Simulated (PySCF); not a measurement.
Point groups of optimised structures. Theory: PySCF 2.14.0, PBE0-D3(BJ)/def2-SVP geometry optimisation, gas phase. The symmetry is that of the one conformer found, every atom within 0.08 Å of its image; none is proved a minimum here.

(1) Point group, rotor type and polarity of `[cH:1]1[cH:2][cH:3][c:4]2[s:5][cH:6][cH:7][c:8]2[cH:9]1`?

(2) `[CH2:1]=[CH:2][N:3]=[C:4]=[O:5]` with C1–C2–N3–C4 1° (trans vinyl isocyanate): symmetry, top, dipole?

(3) Point group, rotor type and polarity of Mn(NH2)2, `[NH2][Mn][NH2]` [sextet]?

(4) Point group, rotor type and polarity of `[CH3:1][S:2][SiH2:3][NH:4][CH:5]=[O:6]` with C1–S2–Si3–N4 180°, S2–Si3–N4–C5 180°, Si3–N4–C5–O6 0°, H–C1–S2–Si3 61° (nearest H)?

(5) `[O:1]=[Os:2]([F:3])([F:4])([F:5])([F:6])[F:7]` (doublet state): symmetry, top, dipole?

Results:

(1) Cs; asymmetric top; symmetry number 1; 2 operations, which sort the 15 atoms into 15 sets; dipole 0.58 D, in the ab plane, which is the mirror; A, B, C = 3155, 1308, 924.9 MHz; heavy atoms equivalent by symmetry: none.

(2) Cs; near-prolate asymmetric top; symmetry number 1; 2 operations, which sort the 8 atoms into 8 sets; dipole 2.15 D, in the ab plane, which is the mirror; A, B, C = 25315, 2814, 2532 MHz.

(3) D2d; prolate symmetric top; symmetry number 4; 8 operations, which sort the 7 atoms into 3 sets; dipole forbidden by symmetry (computed 0.03 D); A, B, C = 187608, 4033, 4033 MHz.

(4) Cs; near-prolate asymmetric top; symmetry number 1; 2 operations, which sort the 13 atoms into 11 sets; dipole 2.53 D, in the ab plane, which is the mirror; heavy atoms equivalent by symmetry: none.

(5) C4v; oblate symmetric top; symmetry number 4; 8 operations, which sort the 7 atoms into 4 sets; dipole 1.67 D, along the axis; A, B, C = 2114, 2113, 1960 MHz; heavy atoms equivalent by symmetry: F3/F4/F5/F7.
